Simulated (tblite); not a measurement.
Compound: C₄H₅Cl₂ (doublet state).
Cartesian coordinates in Å at the GFN2-xTB level; atoms count from 1:
```xyz
11
C4H5Cl2 angstrom
C     -0.9941   -0.9261   -0.5490
C     -0.2374    0.0876   -0.0040
C     -0.7616    1.2896    0.4101
C      1.2439   -0.1280    0.1479
Cl     1.5653   -1.5273    1.2049
Cl     1.9986   -0.4099   -1.4430
H     -2.0541   -0.8108   -0.6755
H     -0.5445   -1.8501   -0.8606
H     -0.1455    2.0617    0.8314
H     -1.8140    1.4851    0.3191
H      1.7488    0.7308    0.5926
```

Computed geometry: GFN2-xTB, gas phase. This method treats the open shell by occupation alone, without spin polarisation.

Take the most abundant isotopes and a rigid rotor. The values belong to one conformer with, in the numbering `[CH2:1][C:2](=[CH2:3])[CH:4]([Cl:5])[Cl:6]`, H–C1–C2–C3 0° and 180°, C1–C2–C4–Cl5 -60°.

Problem. Give the principal moments of inertia and the rotational constants in cm⁻¹.

Solution. Ia = 197.60, Ib = 252.17, Ic = 349.98 u·Å²; 505379 MHz·u·Å²/I gives 2558, 2004 and 1444 MHz, that is A = 0.08531, B = 0.06685, C = 0.04817 cm⁻¹.

Problem. What kind of rotor is it?

Solution. An asymmetric top; Ray's κ = 0.006.

Problem. What does the inertial defect say?

Solution. Not planar: Δ = Ic − Ia − Ib = -99.79 u·Å². For a rigid frame Δ = −2 Σ m c², so Σ m c² = 49.90 u·Å² lies off the ab plane: 14.27 from hydrogen and 35.63 from heavier atoms. The atom farthest from that plane is 2.05 Å away.

Problem. Give the other two planar moments, Paa and Pbb, and the rms extents of the mass along the axes.

Solution. Paa = Σ m a² = (Ib + Ic − Ia)/2 = 202.27 and Pbb = Σ m b² = (Ia + Ic − Ib)/2 = 147.70 u·Å². With the mass M = 122.98 u, the rms extents √(P/M) along a, b and c are 1.28, 1.10, 0.64 Å.

For this open shell read J as N, the rotation without spin; fine and hyperfine splittings come on top. Its GFN2-xTB frequencies are all real (lowest 38 cm⁻¹). No vibrational averaging or centrifugal distortion is included, and the geometry carries the error of its method.

On one thread, Arm Neoverse V1 (aarch64), no GPU, on a shared host, this took 0.42 s wall. This is the geometry optimisation.
